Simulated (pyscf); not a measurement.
A first-order saddle from PySCF, ωB97X-D3(BJ)/def2-SVP:

```
Ga
C 1 1.9540
H 2 1.0999 1 110.58
H 2 1.1012 3 108.55 1 121.80
H 2 1.1022 3 108.27 4 116.99
C 1 1.9541 2 133.91 3 164.09
H 6 1.0999 1 110.57 2 -163.64
H 6 1.1012 7 108.56 1 -121.82
H 6 1.1022 7 108.26 8 -116.99
H 1 1.7030 2 111.37 3 -39.05
H 10 1.1681 1 83.74 2 98.83
Cl 11 1.4783 10 155.60 1 0.00
```

Surface: singlet, charge 0. Lowest wavenumbers (cm⁻¹): 824i, 64, 70, 105, 136.

### Question
Which two sides does it connect, and which bonds change?

### Answer
H₃C–GaH–CH₃ (SMILES [CH3][GaH][CH3]) + HCl (SMILES Cl) ⇌ H₃C–Ga(CH₃)–Cl (SMILES [CH3][Ga]([CH3])[Cl]) + H₂ (SMILES [H][H]), a four-centre exchange read from left to right: Ga–H, Cl–H broken and Cl–Ga, H–H formed. At ωB97M-D3(BJ)/def2-TZVP it lies +6.8 kJ/mol from the left side and +129.8 kJ/mol from the right (each side as separated species at their lowest minima found). On the reactant side the descent ends in a complex, 27.7 kJ/mol under the separated species and 23.8 kJ/mol under the saddle at ωB97X-D3(BJ)/def2-TZVP. At ωB97X-D3(BJ) the barrier from the zero used here is -3.8 kJ/mol. This is the saddle that the search found; another between the same sides may lie lower. Elements up to Kr have no core potential and no relativistic terms here.
